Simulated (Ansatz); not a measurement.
## Nb (bcc): energy against volume

Method: DFT, BLYP, plane waves (420 eV) with PAW, scalar-relativistic (Ansatz). (PAW data from PBE, frozen cores regenerated.)

The cell is scaled uniformly from the relaxed one, with fractional coordinates and shape fixed. Energies are extrapolated to zero smearing, pressures are those at the given smearing. Magnetic state: spin not included.

A Birch-Murnaghan fit gives V₀ = 18.83 Å³/atom, B₀ = 157 GPa, B₀′ = 3.8.

(1) What are the energy above the minimum and the pressure at 16.565 Å³/atom?

(2) What are the energy above the minimum and the pressure at 19.577 Å³/atom?

(3) What are the energy above the minimum and the pressure at 21.083 Å³/atom?

Answers

(1) 162.5 meV/atom and 25.72 GPa as computed.

(2) 13.7 meV/atom and -5.47 GPa as computed.

(3) 110.2 meV/atom and -14.01 GPa as computed.
